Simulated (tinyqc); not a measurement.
Worked calculation (part 1 of 2): RKS/LDA (VWN5) in the sto-3g basis, for H2F+, spin multiplicity 1. Computed by tinyqc, a small Python program that keeps every step (integrals from PySCF). Settings: charge = 1, multiplicity = 1, basis = sto-3g, energy threshold = 1e-08, iteration cap = 52, orthogonalisation = symmetric, start = random, DIIS depth = 4, method = RKS, functional = lda,vwn, grid = [40, 26]. Command: `OMP_NUM_THREADS=1 python tinyqc.py 28516 28517 out.jsonl` (the two numbers bound the seeds that draw the settings). One thread of a shared host (Intel(R) Xeon(R) Processor @ 2.60GHz), about 0.7 s of CPU time with the checks. Later iterations appear only in the table of the cycle.

## One-electron integrals

Geometry (angstrom):
```
atom,x,y,z
F,0.0000,0.0000,0.0000
H,0.0000,1.0570,0.8620
H,0.0000,-1.0570,0.8620
```

Basis sto-3g: exponents (1/bohr^2) and contraction coefficients of normalised primitives:
```
element,l (shell),exponent,coefficient
F,s (1),166.6791,0.1543
F,s (1),30.3608,0.5353
F,s (1),8.2168,0.4446
F,s (2),6.4648,-0.1000
F,s (2),1.5023,0.3995
F,s (2),0.4886,0.7001
F,p (3),6.4648,0.1559
F,p (3),1.5023,0.6077
F,p (3),0.4886,0.3920
H,s (1),3.4253,0.1543
H,s (1),0.6239,0.5353
H,s (1),0.1689,0.4446
```

Overlap, kinetic and nuclear-attraction integrals over the contracted functions; the nuclear repulsion is the sum of Za Zb / Rab.

nuclear repulsion = 7.233978 hartree

overlap S:
```
,1F 1s,1F 2s,1F 2px,1F 2py,1F 2pz,2H 1s,3H 1s
1F 1s,1.0000,0.2380,0.0000,0.0000,0.0000,0.0173,0.0173
1F 2s,0.2380,1.0000,0.0000,0.0000,0.0000,0.2111,0.2111
1F 2px,0.0000,0.0000,1.0000,0.0000,0.0000,0.0000,0.0000
1F 2py,0.0000,0.0000,0.0000,1.0000,0.0000,0.1482,-0.1482
1F 2pz,0.0000,0.0000,0.0000,0.0000,1.0000,0.1209,0.1209
2H 1s,0.0173,0.2111,0.0000,0.1482,0.1209,1.0000,0.0986
3H 1s,0.0173,0.2111,0.0000,-0.1482,0.1209,0.0986,1.0000
```

kinetic energy T (hartree):
```
,1F 1s,1F 2s,1F 2px,1F 2py,1F 2pz,2H 1s,3H 1s
1F 1s,36.9846,-0.2129,0.0000,0.0000,0.0000,-0.0056,-0.0056
1F 2s,-0.2129,1.0380,0.0000,0.0000,0.0000,-0.0035,-0.0035
1F 2px,0.0000,0.0000,3.2480,0.0000,0.0000,0.0000,0.0000
1F 2py,0.0000,0.0000,0.0000,3.2480,0.0000,0.0358,-0.0358
1F 2pz,0.0000,0.0000,0.0000,0.0000,3.2480,0.0292,0.0292
2H 1s,-0.0056,-0.0035,0.0000,0.0358,0.0292,0.7600,-0.0111
3H 1s,-0.0056,-0.0035,0.0000,-0.0358,0.0292,-0.0111,0.7600
```

nuclear attraction V (hartree):
```
,1F 1s,1F 2s,1F 2px,1F 2py,1F 2pz,2H 1s,3H 1s
1F 1s,-77.7855,-9.3615,0.0000,0.0000,-0.0086,-0.6951,-0.6951
1F 2s,-9.3615,-12.3170,0.0000,0.0000,-0.1075,-1.8136,-1.8136
1F 2px,0.0000,0.0000,-12.1978,0.0000,0.0000,0.0000,0.0000
1F 2py,0.0000,0.0000,0.0000,-12.2460,0.0000,-1.0689,1.0689
1F 2pz,-0.0086,-0.1075,0.0000,0.0000,-12.2299,-0.8912,-0.8912
2H 1s,-0.6951,-1.8136,0.0000,-1.0689,-0.8912,-4.9436,-0.5471
3H 1s,-0.6951,-1.8136,0.0000,1.0689,-0.8912,-0.5471,-4.9436
```

core Hamiltonian H = T + V (hartree):
```
,1F 1s,1F 2s,1F 2px,1F 2py,1F 2pz,2H 1s,3H 1s
1F 1s,-40.8010,-9.5743,0.0000,0.0000,-0.0086,-0.7007,-0.7007
1F 2s,-9.5743,-11.2790,0.0000,0.0000,-0.1075,-1.8171,-1.8171
1F 2px,0.0000,0.0000,-8.9497,0.0000,0.0000,0.0000,0.0000
1F 2py,0.0000,0.0000,0.0000,-8.9980,0.0000,-1.0331,1.0331
1F 2pz,-0.0086,-0.1075,0.0000,0.0000,-8.9819,-0.8619,-0.8619
2H 1s,-0.7007,-1.8171,0.0000,-1.0331,-0.8619,-4.1836,-0.5582
3H 1s,-0.7007,-1.8171,0.0000,1.0331,-0.8619,-0.5582,-4.1836
```

## Two-electron integrals

Functions are numbered as in S; the eight-fold symmetry (ij|kl) = (ji|kl) = (kl|ij) leaves the list below.

Two-electron integrals (ij|kl) in chemists' order, unique and non-zero (hartree):
```
i,j,k,l,(ij|kl)
1,1,1,1,5.4035
2,1,1,1,0.8419
2,1,2,1,0.1563
2,2,1,1,1.2680
2,2,2,1,0.2923
2,2,2,2,0.9262
3,1,3,1,0.0280
3,2,3,1,0.0432
3,2,3,2,0.2046
3,3,1,1,1.2645
3,3,2,1,0.2924
3,3,2,2,0.9260
3,3,3,3,0.9975
4,1,4,1,0.0280
4,2,4,1,0.0432
4,2,4,2,0.2046
4,3,4,3,0.0538
4,4,1,1,1.2645
4,4,2,1,0.2924
4,4,2,2,0.9260
4,4,3,3,0.8900
4,4,4,4,0.9975
5,1,5,1,0.0280
5,2,5,1,0.0432
5,2,5,2,0.2046
5,3,5,3,0.0538
5,4,5,4,0.0538
5,5,1,1,1.2645
5,5,2,1,0.2924
5,5,2,2,0.9260
5,5,3,3,0.8900
5,5,4,4,0.8900
5,5,5,5,0.9975
6,1,1,1,0.0618
6,1,2,1,0.0114
6,1,2,2,0.0212
6,1,3,3,0.0212
6,1,4,1,3.37e-04
6,1,4,2,0.0006
6,1,4,4,0.0212
6,1,5,1,2.75e-04
6,1,5,2,0.0005
6,1,5,4,4.45e-05
6,1,5,5,0.0212
6,1,6,1,0.0008
6,2,1,1,0.1781
6,2,2,1,0.0417
6,2,2,2,0.1502
6,2,3,3,0.1479
6,2,4,1,0.0022
6,2,4,2,0.0179
6,2,4,4,0.1519
6,2,5,1,0.0018
6,2,5,2,0.0146
6,2,5,4,0.0032
6,2,5,5,0.1505
6,2,6,1,0.0031
6,2,6,2,0.0317
6,3,3,1,0.0041
6,3,3,2,0.0253
6,3,4,3,0.0036
6,3,5,3,0.0030
6,3,6,3,0.0044
6,4,1,1,0.1010
6,4,2,1,0.0239
6,4,2,2,0.0925
6,4,3,3,0.0887
6,4,4,1,0.0052
6,4,4,2,0.0355
6,4,4,4,0.0983
6,4,5,1,0.0009
6,4,5,2,0.0083
6,4,5,4,0.0048
6,4,5,5,0.0903
6,4,6,1,0.0018
6,4,6,2,0.0241
6,4,6,4,0.0226
6,5,1,1,0.0824
6,5,2,1,0.0195
6,5,2,2,0.0754
6,5,3,3,0.0724
6,5,4,1,0.0009
6,5,4,2,0.0083
6,5,4,4,0.0742
6,5,5,1,0.0048
6,5,5,2,0.0321
6,5,5,4,0.0052
6,5,5,5,0.0795
6,5,6,1,0.0015
6,5,6,2,0.0196
6,5,6,4,0.0148
6,5,6,5,0.0165
6,6,1,1,0.3851
6,6,2,1,0.0916
6,6,2,2,0.3815
6,6,3,3,0.3709
6,6,4,1,0.0050
6,6,4,2,0.0597
6,6,4,4,0.3898
6,6,5,1,0.0041
6,6,5,2,0.0487
6,6,5,4,0.0154
6,6,5,5,0.3834
6,6,6,1,0.0068
6,6,6,2,0.1107
6,6,6,4,0.0988
6,6,6,5,0.0806
6,6,6,6,0.7746
7,1,1,1,0.0618
7,1,2,1,0.0114
7,1,2,2,0.0212
7,1,3,3,0.0212
7,1,4,1,-3.37e-04
7,1,4,2,-0.0006
7,1,4,4,0.0212
7,1,5,1,2.75e-04
7,1,5,2,0.0005
7,1,5,4,-4.45e-05
7,1,5,5,0.0212
7,1,6,1,0.0008
7,1,6,2,0.0030
7,1,6,4,0.0017
7,1,6,5,0.0015
7,1,6,6,0.0066
7,1,7,1,0.0008
7,2,1,1,0.1781
7,2,2,1,0.0417
7,2,2,2,0.1502
7,2,3,3,0.1479
7,2,4,1,-0.0022
7,2,4,2,-0.0179
7,2,4,4,0.1519
7,2,5,1,0.0018
7,2,5,2,0.0146
7,2,5,4,-0.0032
7,2,5,5,0.1505
7,2,6,1,0.0030
7,2,6,2,0.0255
7,2,6,4,0.0135
7,2,6,5,0.0153
7,2,6,6,0.0720
7,2,7,1,0.0031
7,2,7,2,0.0317
7,3,3,1,0.0041
7,3,3,2,0.0253
7,3,4,3,-0.0036
7,3,5,3,0.0030
7,3,6,3,0.0034
7,3,7,3,0.0044
7,4,1,1,-0.1010
7,4,2,1,-0.0239
7,4,2,2,-0.0925
7,4,3,3,-0.0887
7,4,4,1,0.0052
7,4,4,2,0.0355
7,4,4,4,-0.0983
7,4,5,1,-0.0009
7,4,5,2,-0.0083
7,4,5,4,0.0048
7,4,5,5,-0.0903
7,4,6,1,-0.0017
7,4,6,2,-0.0135
7,4,6,4,-0.0039
7,4,6,5,-0.0080
7,4,6,6,-0.0367
7,4,7,1,-0.0018
7,4,7,2,-0.0241
7,4,7,4,0.0226
7,5,1,1,0.0824
7,5,2,1,0.0195
7,5,2,2,0.0754
7,5,3,3,0.0724
7,5,4,1,-0.0009
7,5,4,2,-0.0083
7,5,4,4,0.0742
7,5,5,1,0.0048
7,5,5,2,0.0321
7,5,5,4,-0.0052
7,5,5,5,0.0795
7,5,6,1,0.0015
7,5,6,2,0.0153
7,5,6,4,0.0080
7,5,6,5,0.0126
7,5,6,6,0.0475
7,5,7,1,0.0015
7,5,7,2,0.0196
7,5,7,4,-0.0148
7,5,7,5,0.0165
7,6,1,1,0.0491
7,6,2,1,0.0116
7,6,2,2,0.0468
7,6,3,3,0.0458
7,6,4,4,0.0465
7,6,5,1,0.0007
7,6,5,2,0.0077
7,6,5,5,0.0479
7,6,6,1,0.0009
7,6,6,2,0.0105
7,6,6,4,0.0071
7,6,6,5,0.0075
7,6,6,6,0.0448
7,6,7,1,0.0009
7,6,7,2,0.0105
7,6,7,4,-0.0071
7,6,7,5,0.0075
7,6,7,6,0.0049
7,7,1,1,0.3851
7,7,2,1,0.0916
7,7,2,2,0.3815
7,7,3,3,0.3709
7,7,4,1,-0.0050
7,7,4,2,-0.0597
7,7,4,4,0.3898
7,7,5,1,0.0041
7,7,5,2,0.0487
7,7,5,4,-0.0154
7,7,5,5,0.3834
7,7,6,1,0.0066
7,7,6,2,0.0720
7,7,6,4,0.0367
7,7,6,5,0.0475
7,7,6,6,0.2498
7,7,7,1,0.0068
7,7,7,2,0.1107
7,7,7,4,-0.0988
7,7,7,5,0.0806
7,7,7,6,0.0448
7,7,7,7,0.7746
```

## Orthogonalisation

S = U s U^T; symmetric (Loewdin) form X = U s^(-1/2) U^T, so that X^T S X = 1.

eigenvalues of S: 0.6354  0.7354  0.9038  1.0000  1.1035  1.1661  1.4560

X:
```
,1F 1s,1F 2s,1F 2px,1F 2py,1F 2pz,2H 1s,3H 1s
1F 1s,1.0227,-0.1277,0.0000,0.0000,-0.0024,0.0108,0.0108
1F 2s,-0.1277,1.0576,0.0000,0.0000,0.0198,-0.1080,-0.1080
1F 2px,0.0000,0.0000,1.0000,0.0000,0.0000,0.0000,0.0000
1F 2py,0.0000,0.0000,0.0000,1.0186,0.0000,-0.0826,0.0826
1F 2pz,-0.0024,0.0198,0.0000,0.0000,1.0110,-0.0605,-0.0605
2H 1s,0.0108,-0.1080,0.0000,-0.0826,-0.0605,1.0347,-0.0389
3H 1s,0.0108,-0.1080,0.0000,0.0826,-0.0605,-0.0389,1.0347
```

## Starting guess

The start is random orthonormal orbitals; D = 2 C_occ C_occ^T.

D at the start:
```
,1F 1s,1F 2s,1F 2px,1F 2py,1F 2pz,2H 1s,3H 1s
1F 1s,2.0223,-0.4055,-0.2576,0.0182,0.0204,-0.2419,-0.1223
1F 2s,-0.4055,1.9598,0.3211,0.1624,0.3905,-0.3500,0.2203
1F 2px,-0.2576,0.3211,1.3547,0.0508,0.1038,-0.7936,-0.4733
1F 2py,0.0182,0.1624,0.0508,1.9199,-0.3256,-0.0014,-0.0293
1F 2pz,0.0204,0.3905,0.1038,-0.3256,1.4789,0.3814,-0.9040
2H 1s,-0.2419,-0.3500,-0.7936,-0.0014,0.3814,0.7680,-0.0750
3H 1s,-0.1223,0.2203,-0.4733,-0.0293,-0.9040,-0.0750,0.8897
```

## Iteration 1: exchange-correlation on the grid

Becke grid with 40 radial and 26 angular points per atom, points of zero weight dropped. rho = sum D_ij phi_i phi_j; V_xc,ij = sum w v_xc phi_i phi_j; v_xc is d(rho eps)/d rho.

The 12 grid points with the largest w rho, of 3104 (bohr, atomic units):
```
x,y,z,w,rho,eps_xc,v_xc
0.0000,0.9724,0.0000,0.0823,0.6324,-0.7017,-0.9212
0.0000,0.8315,0.0000,0.0547,0.9293,-0.7917,-1.0403
0.0000,0.0000,0.9724,0.0833,0.5714,-0.6798,-0.8923
0.0000,-0.9724,0.0000,0.0823,0.5673,-0.6783,-0.8902
0.0000,0.0000,0.8315,0.0549,0.8487,-0.7695,-1.0109
0.0000,1.1294,0.0000,0.1191,0.3837,-0.6004,-0.7873
0.0000,-0.8315,0.0000,0.0547,0.8230,-0.7621,-1.0011
0.0000,0.7055,0.0000,0.0353,1.2495,-0.8689,-1.1425
0.9724,0.0000,0.0000,0.0842,0.5194,-0.6599,-0.8659
0.8315,0.0000,0.0000,0.0551,0.7694,-0.7462,-0.9800
0.0000,0.0000,1.1294,0.1229,0.3421,-0.5794,-0.7595
0.0000,-1.1294,0.0000,0.1191,0.3508,-0.5839,-0.7655
```

electrons on the grid, sum of w rho = 9.9941

E_xc = sum of w rho eps_xc = -9.666492 hartree

V_xc (hartree):
```
,1F 1s,1F 2s,1F 2px,1F 2py,1F 2pz,2H 1s,3H 1s
1F 1s,-3.2507,-0.4711,0.0020,-0.0029,-0.0061,-0.0349,-0.0348
1F 2s,-0.4711,-0.8907,-0.0101,-0.0123,-0.0297,-0.1337,-0.1328
1F 2px,0.0020,-0.0101,-0.8733,-0.0013,-0.0016,-0.0002,-0.0003
1F 2py,-0.0029,-0.0123,-0.0013,-0.9060,0.0128,-0.0821,0.0803
1F 2pz,-0.0061,-0.0297,-0.0016,0.0128,-0.8765,-0.0683,-0.0686
2H 1s,-0.0349,-0.1337,-0.0002,-0.0821,-0.0683,-0.4025,-0.0378
3H 1s,-0.0348,-0.1328,-0.0003,0.0803,-0.0686,-0.0378,-0.4099
```

## Iteration 1: building the Kohn-Sham matrix

J_ij = sum D_kl (ij|kl); F = H + J + V_xc; E = tr D H + tr D J / 2 + E_xc + E_nn.

Coulomb J (hartree):
```
,1F 1s,1F 2s,1F 2px,1F 2py,1F 2pz,2H 1s,3H 1s
1F 1s,19.1996,3.6506,0.0029,0.0138,0.0359,0.2667,0.2664
1F 2s,3.6506,9.0411,0.0450,0.0594,0.2039,1.4727,1.4664
1F 2px,0.0029,0.0450,8.9944,0.0031,0.0037,0.0048,0.0047
1F 2py,0.0138,0.0594,0.0031,9.0838,-0.0276,0.9159,-0.9019
1F 2pz,0.0359,0.2039,0.0037,-0.0276,9.0201,0.7666,0.7670
2H 1s,0.2667,1.4727,0.0048,0.9159,0.7666,4.0549,0.4726
3H 1s,0.2664,1.4664,0.0047,-0.9019,0.7670,0.4726,4.0626
```

Kohn-Sham matrix F (hartree):
```
,1F 1s,1F 2s,1F 2px,1F 2py,1F 2pz,2H 1s,3H 1s
1F 1s,-24.8521,-6.3949,0.0049,0.0109,0.0212,-0.4689,-0.4692
1F 2s,-6.3949,-3.1287,0.0349,0.0470,0.0667,-0.4781,-0.4835
1F 2px,0.0049,0.0349,-0.8287,0.0018,0.0021,0.0046,0.0044
1F 2py,0.0109,0.0470,0.0018,-0.8202,-0.0148,-0.1993,0.2115
1F 2pz,0.0212,0.0667,0.0021,-0.0148,-0.8383,-0.1636,-0.1635
2H 1s,-0.4689,-0.4781,0.0046,-0.1993,-0.1636,-0.5312,-0.1234
3H 1s,-0.4692,-0.4835,0.0044,0.2115,-0.1635,-0.1234,-0.5309
```

total energy of this density = -96.029755 hartree

## Iteration 1: diagonalisation and new density

Diagonalise F' = X^T F X, C = X C', fill 5 alpha and 5 beta electrons from the bottom; D = 2 C_occ C_occ^T. Each column has its largest component positive (the first on a tie).

F' = X^T F X (hartree):
```
,1,2,3,4,5,6,7
1,-24.3947,-3.2716,0.0007,0.0055,-0.0001,-0.0261,-0.0248
2,-3.2716,-1.9952,0.0354,0.0471,0.0948,-0.1655,-0.1639
3,0.0007,0.0354,-0.8287,0.0018,0.0022,0.0006,0.0007
4,0.0055,0.0471,0.0018,-0.7875,-0.0151,-0.1201,0.1243
5,-0.0001,0.0948,0.0022,-0.0151,-0.8178,-0.0908,-0.0932
6,-0.0261,-0.1655,0.0006,-0.1201,-0.0908,-0.4433,-0.0340
7,-0.0248,-0.1639,0.0007,0.1243,-0.0932,-0.0340,-0.4411
```

orbital energies (hartree): MO1 -24.8630, MO2 -1.5837, MO3 -0.8692, MO4 -0.8447, MO5 -0.8267, MO6 -0.3802, MO7 -0.3409

coefficients C:
```
,MO1,MO2,MO3,MO4,MO5,MO6,MO7
1F 1s,0.9944,-0.2621,-0.0098,-0.0094,-0.0123,0.0687,-0.0027
1F 2s,0.0230,1.0080,0.0202,0.0496,0.0456,-0.3698,0.0100
1F 2px,-0.0002,-0.0450,-0.1103,-0.0712,0.9902,-0.0161,0.0022
1F 2py,-0.0005,-0.0604,0.5029,0.7449,0.1056,-0.0111,0.4780
1F 2pz,-0.0003,-0.0862,0.7632,-0.5229,0.0370,-0.4060,-0.0167
2H 1s,-0.0025,0.0314,0.2478,0.0749,0.0474,0.7016,-0.7293
3H 1s,-0.0027,0.0331,0.0427,-0.2617,-0.0031,0.6838,0.7453
```

D after iteration 1:
```
,1F 1s,1F 2s,1F 2px,1F 2py,1F 2pz,2H 1s,3H 1s
1F 1s,2.1156,-0.4850,0.0022,0.0041,0.0384,-0.0289,-0.0185
1F 2s,-0.4850,2.0432,-0.0119,-0.0178,-0.1915,0.0849,0.0421
1F 2px,0.0022,-0.0119,1.9995,-0.0024,-0.0130,0.0258,0.0188
1F 2py,0.0041,-0.0178,-0.0024,1.6452,0.0070,0.3671,-0.3515
1F 2pz,0.0384,-0.1915,-0.0130,0.0070,1.7295,0.2981,0.3330
2H 1s,-0.0289,0.0849,0.0258,0.3671,0.2981,0.1405,-0.0162
3H 1s,-0.0185,0.0421,0.0188,-0.3515,0.3330,-0.0162,0.1428
```

## Iteration 2: exchange-correlation on the grid

As before.

The 12 grid points with the largest w rho, of 3104 (bohr, atomic units):
```
x,y,z,w,rho,eps_xc,v_xc
-0.9724,0.0000,0.0000,0.0842,0.6268,-0.6998,-0.9187
0.9724,0.0000,0.0000,0.0842,0.6227,-0.6983,-0.9167
0.0000,0.0000,-0.9724,0.0842,0.6034,-0.6915,-0.9077
-0.8315,0.0000,0.0000,0.0551,0.9177,-0.7886,-1.0361
0.8315,0.0000,0.0000,0.0551,0.9110,-0.7868,-1.0338
0.0000,0.0000,-0.8315,0.0551,0.8863,-0.7800,-1.0248
-1.1294,0.0000,0.0000,0.1262,0.3816,-0.5994,-0.7860
1.1294,0.0000,0.0000,0.1262,0.3793,-0.5983,-0.7845
0.0000,-0.9724,0.0000,0.0823,0.5676,-0.6784,-0.8904
0.0000,0.0000,-1.1294,0.1263,0.3662,-0.5918,-0.7759
0.0000,0.9724,0.0000,0.0823,0.5608,-0.6759,-0.8870
0.0000,0.0000,0.9724,0.0833,0.5479,-0.6710,-0.8806
```

electrons on the grid, sum of w rho = 9.9947

E_xc = sum of w rho eps_xc = -10.369883 hartree

V_xc (hartree):
```
,1F 1s,1F 2s,1F 2px,1F 2py,1F 2pz,2H 1s,3H 1s
1F 1s,-3.3003,-0.4811,0.0001,0.0002,0.0013,-0.0355,-0.0355
1F 2s,-0.4811,-0.9273,0.0005,0.0009,0.0044,-0.1334,-0.1334
1F 2px,0.0001,0.0005,-0.9269,0.0001,0.0005,0.0000,0.0000
1F 2py,0.0002,0.0009,0.0001,-0.9202,-0.0003,-0.0772,0.0773
1F 2pz,0.0013,0.0044,0.0005,-0.0003,-0.9181,-0.0633,-0.0633
2H 1s,-0.0355,-0.1334,0.0000,-0.0772,-0.0633,-0.2917,-0.0337
3H 1s,-0.0355,-0.1334,0.0000,0.0773,-0.0633,-0.0337,-0.2920
```

## Iteration 2: building the Kohn-Sham matrix

As before.

Coulomb J (hartree):
```
,1F 1s,1F 2s,1F 2px,1F 2py,1F 2pz,2H 1s,3H 1s
1F 1s,20.3978,3.8925,-0.0005,-0.0010,-0.0055,0.2836,0.2837
1F 2s,3.8925,9.6385,-0.0024,-0.0050,-0.0054,1.5248,1.5255
1F 2px,-0.0005,-0.0024,9.6395,-0.0002,-0.0011,-0.0003,-0.0003
1F 2py,-0.0010,-0.0050,-0.0002,9.6238,0.0008,0.9279,-0.9294
1F 2pz,-0.0055,-0.0054,-0.0011,0.0008,9.6259,0.7588,0.7590
2H 1s,0.2836,1.5248,-0.0003,0.9279,0.7588,3.8765,0.4711
3H 1s,0.2837,1.5255,-0.0003,-0.9294,0.7590,0.4711,3.8785
```

Kohn-Sham matrix F (hartree):
```
,1F 1s,1F 2s,1F 2px,1F 2py,1F 2pz,2H 1s,3H 1s
1F 1s,-23.7035,-6.1629,-0.0005,-0.0009,-0.0129,-0.4526,-0.4526
1F 2s,-6.1629,-2.5678,-0.0020,-0.0041,-0.1084,-0.4256,-0.4250
1F 2px,-0.0005,-0.0020,-0.2371,-0.0001,-0.0007,-0.0003,-0.0003
1F 2py,-0.0009,-0.0041,-0.0001,-0.2944,0.0005,-0.1824,0.1810
1F 2pz,-0.0129,-0.1084,-0.0007,0.0005,-0.2741,-0.1665,-0.1662
2H 1s,-0.4526,-0.4256,-0.0003,-0.1824,-0.1665,-0.5989,-0.1208
3H 1s,-0.4526,-0.4250,-0.0003,0.1810,-0.1662,-0.1208,-0.5971
```

total energy of this density = -98.258062 hartree

## Iteration 2: DIIS over 2 matrices

error matrix X^T (FDS - SDF) X:
```
,1,2,3,4,5,6,7
1,0.0000,0.0126,0.0011,0.0029,0.0134,-0.0545,-0.0423
2,-0.0126,0.0000,-0.0005,0.0129,0.0437,0.0575,0.0824
3,-0.0011,0.0005,0.0000,0.0008,0.0042,0.0042,0.0033
4,-0.0029,-0.0129,-0.0008,0.0000,0.0053,0.3118,-0.3113
5,-0.0134,-0.0437,-0.0042,-0.0053,0.0000,0.2431,0.2509
6,0.0545,-0.0575,-0.0042,-0.3118,-0.2431,0.0000,0.0004
7,0.0423,-0.0824,-0.0033,0.3113,-0.2509,-0.0004,0.0000
```

B (overlaps of the stored error matrices):
```
,1,2
1,1.6637497e+02,-6.9359128e-01
2,-6.9359128e-01,6.6703720e-01
```

Minimise |sum c_i e_i|^2 with sum c_i = 1: solve [B -1; -1 0][c; lambda] = [0; -1] with B_ij = tr e_i^T e_j, and take F = sum c_i F_i.

DIIS coefficients: 0.0081  0.9919

extrapolated F (hartree):
```
,1F 1s,1F 2s,1F 2px,1F 2py,1F 2pz,2H 1s,3H 1s
1F 1s,-23.7128,-6.1648,-0.0004,-0.0008,-0.0126,-0.4527,-0.4527
1F 2s,-6.1648,-2.5723,-0.0017,-0.0037,-0.1070,-0.4261,-0.4255
1F 2px,-0.0004,-0.0017,-0.2419,-0.0001,-0.0006,-0.0002,-0.0002
1F 2py,-0.0008,-0.0037,-0.0001,-0.2987,0.0004,-0.1825,0.1813
1F 2pz,-0.0126,-0.1070,-0.0006,0.0004,-0.2786,-0.1664,-0.1662
2H 1s,-0.4527,-0.4261,-0.0002,-0.1825,-0.1664,-0.5983,-0.1208
3H 1s,-0.4527,-0.4255,-0.0002,0.1813,-0.1662,-0.1208,-0.5966
```

## Iteration 2: diagonalisation and new density

As before.

F' = X^T F X (hartree):
```
,1,2,3,4,5,6,7
1,-23.2535,-3.2435,-0.0002,-0.0004,-0.0145,-0.0213,-0.0214
2,-3.2435,-1.4491,-0.0017,-0.0037,-0.0719,-0.1495,-0.1496
3,-0.0002,-0.0017,-0.2419,-0.0001,-0.0007,0.0000,0.0000
4,-0.0004,-0.0037,-0.0001,-0.2552,0.0004,-0.1341,0.1338
5,-0.0145,-0.0719,-0.0007,0.0004,-0.2524,-0.1058,-0.1056
6,-0.0213,-0.1495,0.0000,-0.1341,-0.1058,-0.5203,-0.0306
7,-0.0214,-0.1496,0.0000,0.1338,-0.1056,-0.0306,-0.5187
```

orbital energies (hartree): MO1 -23.7259, MO2 -1.0772, MO3 -0.5946, MO4 -0.5121, MO5 -0.2419, MO6 -0.1899, MO7 -0.1494

coefficients C:
```
,MO1,MO2,MO3,MO4,MO5,MO6,MO7
1F 1s,0.9937,-0.2438,-0.0009,0.1243,0.0005,-0.0142,0.0012
1F 2s,0.0257,0.9086,0.0032,-0.5673,-0.0014,0.1018,-0.0047
1F 2px,0.0000,0.0019,-0.0001,-0.0016,0.9999,-0.0120,-0.0010
1F 2py,0.0000,0.0043,-0.3944,-0.0040,0.0008,-0.0050,0.9464
1F 2pz,0.0014,0.1333,0.0015,0.2907,0.0118,0.9630,0.0063
2H 1s,-0.0031,0.1715,-0.6219,0.6104,-0.0039,-0.3324,-0.4418
3H 1s,-0.0031,0.1693,0.6233,0.6057,-0.0029,-0.3384,0.4425
```

D after iteration 2:
```
,1F 1s,1F 2s,1F 2px,1F 2py,1F 2pz,2H 1s,3H 1s
1F 1s,2.1247,-0.5330,-0.0003,-0.0024,0.0100,0.0631,0.0608
1F 2s,-0.5330,2.2962,0.0024,0.0099,-0.0875,-0.3851,-0.3756
1F 2px,-0.0003,0.0024,1.9997,0.0018,0.0231,-0.0089,-0.0072
1F 2py,-0.0024,0.0099,0.0018,0.3112,-0.0023,0.4871,-0.4951
1F 2pz,0.0100,-0.0875,0.0231,-0.0023,0.2048,0.3986,0.3990
2H 1s,0.0631,-0.3851,-0.0089,0.4871,0.3986,1.5775,0.0222
3H 1s,0.0608,-0.3756,-0.0072,-0.4951,0.3990,0.0222,1.5682
```

## Iteration 9 (converged): orbitals

converged F (hartree):
```
,1F 1s,1F 2s,1F 2px,1F 2py,1F 2pz,2H 1s,3H 1s
1F 1s,-24.3286,-6.3016,0.0000,0.0000,-0.0120,-0.4626,-0.4626
1F 2s,-6.3016,-2.9265,0.0000,0.0000,-0.0826,-0.4673,-0.4673
1F 2px,0.0000,0.0000,-0.5881,0.0000,0.0000,0.0000,0.0000
1F 2py,0.0000,0.0000,0.0000,-0.6557,0.0000,-0.2024,0.2024
1F 2pz,-0.0120,-0.0826,0.0000,0.0000,-0.6378,-0.1781,-0.1781
2H 1s,-0.4626,-0.4673,0.0000,-0.2024,-0.1781,-0.5880,-0.1257
3H 1s,-0.4626,-0.4673,0.0000,0.2024,-0.1781,-0.1257,-0.5880
```

As before.

F' = X^T F X (hartree):
```
,1,2,3,4,5,6,7
1,-23.8679,-3.2654,0.0000,0.0000,-0.0164,-0.0222,-0.0222
2,-3.2654,-1.7989,0.0000,0.0000,-0.0520,-0.1572,-0.1572
3,0.0000,0.0000,-0.5881,0.0000,0.0000,0.0000,0.0000
4,0.0000,0.0000,0.0000,-0.6185,0.0000,-0.1279,0.1279
5,-0.0164,-0.0520,0.0000,0.0000,-0.6155,-0.0993,-0.0993
6,-0.0222,-0.1572,0.0000,-0.1279,-0.0993,-0.5025,-0.0325
7,-0.0222,-0.1572,0.0000,0.1279,-0.0993,-0.0325,-0.5025
```

orbital energies (hartree): MO1 -24.3411, MO2 -1.3897, MO3 -0.7398, MO4 -0.6819, MO5 -0.5881, MO6 -0.4046, MO7 -0.3487

coefficients C:
```
,MO1,MO2,MO3,MO4,MO5,MO6,MO7
1F 1s,0.9939,-0.2591,0.0000,0.0647,0.0000,0.0583,0.0000
1F 2s,0.0249,0.9844,0.0000,-0.2963,0.0000,-0.3177,0.0000
1F 2px,0.0000,0.0000,0.0000,0.0000,1.0000,0.0000,0.0000
1F 2py,0.0000,0.0000,0.7810,0.0000,0.0000,0.0000,0.6643
1F 2pz,0.0013,0.1060,0.0000,0.8119,0.0000,-0.5995,0.0000
2H 1s,-0.0030,0.0723,0.3541,0.3108,0.0000,0.6399,-0.6766
3H 1s,-0.0030,0.0723,-0.3541,0.3108,0.0000,0.6399,0.6766
```

D after iteration 9:
```
,1F 1s,1F 2s,1F 2px,1F 2py,1F 2pz,2H 1s,3H 1s
1F 1s,2.1183,-0.4988,0.0000,0.0000,0.0527,-0.0032,-0.0032
1F 2s,-0.4988,2.1150,0.0000,0.0000,-0.2725,-0.0420,-0.0420
1F 2px,0.0000,0.0000,2.0000,0.0000,0.0000,0.0000,0.0000
1F 2py,0.0000,0.0000,0.0000,1.2200,0.0000,0.5531,-0.5531
1F 2pz,0.0527,-0.2725,0.0000,0.0000,1.3409,0.5200,0.5200
2H 1s,-0.0032,-0.0420,0.0000,0.5531,0.5200,0.4544,-0.0471
3H 1s,-0.0032,-0.0420,0.0000,-0.5531,0.5200,-0.0471,0.4544
```

## Convergence

Stop when the energy changes by less than 1e-08 hartree and every element of the error matrix X^T (F D S - S D F) X is below 3e-05.

Course of the cycle:
```
iteration,E (hartree),change,largest element of the error matrix
1,-96.029755,-,7.13e+00
2,-98.258062,-2.23e+00,3.12e-01
3,-96.839660,1.42e+00,9.68e-01
4,-98.457254,-1.62e+00,1.10e-02
5,-98.457529,-2.75e-04,6.59e-03
6,-98.457566,-3.77e-05,3.94e-03
7,-98.457575,-8.88e-06,2.84e-03
8,-98.457586,-1.06e-05,4.16e-05
9,-98.457586,-2.15e-09,4.55e-06
```

PySCF RKS in the same basis, fine grid = -98.463148 hartree

Converged in 9 iterations. The coarse grid moves the energy by +5.56e-03 hartree.
